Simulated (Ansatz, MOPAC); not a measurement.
Molecule: C3H3, charge 0, multiplicity 2. SMILES: CC#[C]

Atoms: C1, C2, C3, H4, H5, H6. Bonds: C1-C2, C1-C3, C3-H4, C3-H5, C3-H6.

Bond lengths (Å) and angles (degrees) optimised at PM7 with MOPAC; HF/3-21G with Ansatz (a quantum-chemistry and plane-wave program); PBE/6-31G* with Ansatz; B3LYP/LANL2DZ with Ansatz, each started from the B3LYP-D3(BJ)/def2-TZVP structure (Ansatz) of the last column. A row stands for all coordinates that are equal there; 7 of 9 kinds are shown. 6-31G* holds six Cartesian d functions. No wavenumbers were computed at PBE/6-31G*, B3LYP/LANL2DZ, so these may be saddle points.

| coordinate | PM7 | HF/3-21G | PBE/6-31G* | B3LYP/LANL2DZ | B3LYP-D3(BJ)/def2-TZVP |
|---|---|---|---|---|---|
| C1-C2 | 1.203 | 1.220 | 1.260 | 1.256 | 1.249 |
| C1-C3 | 1.431 | 1.471 | 1.458 | 1.472 | 1.449 |
| C3-H4 | 1.106 | 1.084 | 1.105 | 1.097 | 1.092 |
| C3-H6 | 1.106 | 1.084 | 1.106 | 1.098 | 1.095 |
| C2-C1-C3 | 180.0 | 180.0 | 161.2 | 165.3 | 163.3 |
| C1-C3-H4 | 111.8 | 110.4 | 111.3 | 110.6 | 111.2 |
| C1-C3-H6 | 111.8 | 110.4 | 110.6 | 110.8 | 109.6 |

Mean signed difference of all 5 bond lengths from B3LYP-D3(BJ)/def2-TZVP: PM7 -0.005 Å, HF/3-21G -0.007 Å, PBE/6-31G* 0.011 Å, B3LYP/LANL2DZ 0.009 Å.
